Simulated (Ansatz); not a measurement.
H3Si (SMILES [SiH3]) moved off its minimum; all values from Ansatz (a first-principles code), cores frozen in correlated methods. Open shells are unrestricted.
(charge 0, multiplicity 2)
```xyz
4

Si     0.06139    -0.03938     0.07556
H     -0.59165     1.21787    -0.27123
H      1.46442    -0.10133    -0.29403
H     -0.74362    -1.15200    -0.25429
```

Forces at HF/def2-TZVPP (eV/Å):

```csv
atom,Fx,Fy,Fz
Si1,0.306,0.947,1.156
H2,-0.036,0.258,-0.250
H3,0.310,-0.100,-0.364
H4,-0.580,-1.104,-0.542
```

Q: Give the forces (eV/Å), the total energy and the dipole at CCSD(T)/aug-cc-pV(T+d)Z.

A: 
| atom | Fx | Fy | Fz |
|---|---|---|---|
| Si1 | 0.313 | 0.905 | 0.949 |
| H2 | -0.094 | 0.349 | -0.191 |
| H3 | 0.424 | -0.096 | -0.293 |
| H4 | -0.643 | -1.158 | -0.465 |
Energy -290.7879 hartree, dipole 0.21 D.
